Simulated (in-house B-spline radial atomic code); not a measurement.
Results of a calculation; reference values are marked as such.
P ion on P atom: potential, deflection and energy transfer

The pair potential comes from two frozen, spherical free-atom densities (PBE, B-spline radial code, scalar-relativistic past argon): electrostatics plus the change in Thomas-Fermi kinetic and Dirac exchange energy where they overlap, the recipe behind the universal ZBL potential, which averages such potentials (from solid-state densities) over many pairs. It is written V = (Z1 Z2 e²/r) φ(r/a), with e² = 14.3996 eV·Å and a = 0.46850 Å/(Z1^0.23 + Z2^0.23); ZBL's fit is φ = 0.18175 e^(−3.1998x) + 0.50986 e^(−0.94229x) + 0.28022 e^(−0.4029x) + 0.02817 e^(−0.20162x). Where φ falls below 4e-4 it is continued as an exponential.

Masses 30.97 and 30.97 u.

| x = r/a | φ, this pair | φ, ZBL |
| --- | --- | --- |
| 0.1 | 0.9032 | 0.8928 |
| 0.25 | 0.7851 | 0.7647 |
| 0.5 | 0.6407 | 0.6096 |
| 1 | 0.4491 | 0.4164 |
| 1.5 | 0.3266 | 0.2995 |
| 2 | 0.2432 | 0.2218 |
| 3 | 0.1446 | 0.1292 |
| 4 | 0.09055 | 0.08026 |
| 5 | 0.05934 | 0.05224 |
| 6.5 | 0.03461 | 0.02914 |
| 8 | 0.021 | 0.01705 |
| 10 | 0.01036 | 0.008778 |
| 12 | 0.004974 | 0.00474 |
| 14.5 | 0.002104 | 0.002328 |
| 17 | 0.0009689 | 0.001212 |

Problem. At x = 6.5 the electrostatic, kinetic and exchange parts are 9.37, 152.78 and -24.87 eV. Find r, V and φ.

Solution. a = 0.46850/(1.8642 + 1.8642) = 0.12565 Å, so r = 0.81676 Å. V = 9.37 + 152.78 + (-24.87) = 137.28 eV. The bare repulsion is 15 × 15 × 14.3996/0.81676 = 3966.8 eV, so φ = 0.0346, +18.8 % against ZBL's 0.0291. The kinetic (Pauli) term is 111 % of V here, as the other two terms together attract.

Problem. The ion comes in at 0.5157 keV with impact parameter 0.2513 Å. The scattering integral gives a centre-of-mass angle of 122° and a closest approach of 5.546 a. What are the reduced energy, the energy passed on and the laboratory angles?

Solution. ε = E a M2/(Z1 Z2 e² (M1 + M2)) = 515.7 × 1.9392e-05 = 0.01. The most that one collision can pass on is γE with γ = 4 M1 M2/(M1 + M2)² = 1.0000. Here T = γE sin²(θ/2) = 1.0000 × 515.7 × 0.7649 = 394.5 eV. The ion turns by arctan(sin θ/(cos θ + M1/M2)) = 61.0°, and the struck atom leaves at (180° − θ)/2 = 29.0°. The closest approach is 0.697 Å. With ZBL the angle would be 119.98° and T = 386.7 eV.
